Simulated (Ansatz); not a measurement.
One change: `OC/C(F)=C/Cl` becomes `OC/C=C/Cl`.

Ansatz, PBE0-D4/def2-TZVP geometries, multiplicity 1. Each molecule was computed in one conformer, which needn't be the lowest.

```tsv
property	`OC/C(F)=C/Cl`
size of the dipole moment (ωB97M-V/def2-TZVPP) / D	1.50
HOMO energy (PBE/def2-TZVPP) / eV	-6.14
HOMO energy (B3LYP/def2-TZVPP) / eV	-7.17
HOMO–LUMO gap (ωB97M-V/def2-TZVPP) / eV	11.44
HOMO energy (PBE0/def2-TZVPP) / eV	-7.38
LUMO energy (PBE0/def2-TZVPP) / eV	-0.20
```

**Question.** Give the same properties after the change, and the shifts. (An estimate is asked.)

**Answer.** Computed: 
```
                                          property  `OC/C=C/Cl`  shift
size of the dipole moment (ωB97M-V/def2-TZVPP) / D         1.08  -0.42
                 HOMO energy (PBE/def2-TZVPP) / eV        -6.23  -0.09
               HOMO energy (B3LYP/def2-TZVPP) / eV        -7.26  -0.09
           HOMO–LUMO gap (ωB97M-V/def2-TZVPP) / eV        11.35  -0.09
                HOMO energy (PBE0/def2-TZVPP) / eV        -7.48  -0.10
                LUMO energy (PBE0/def2-TZVPP) / eV        -0.42  -0.22
```

With PBE0 the HOMO falls by 0.10 eV and the LUMO falls by 0.22 eV, so the gap narrows by about 0.12 eV. PBE moves the HOMO by -0.09 eV and ωB97M-V by -0.10 eV. Dipoles are sizes alone; their direction can turn.

B3LYP here is the variant with VWN-RPA as its local correlation; programs differ in this.
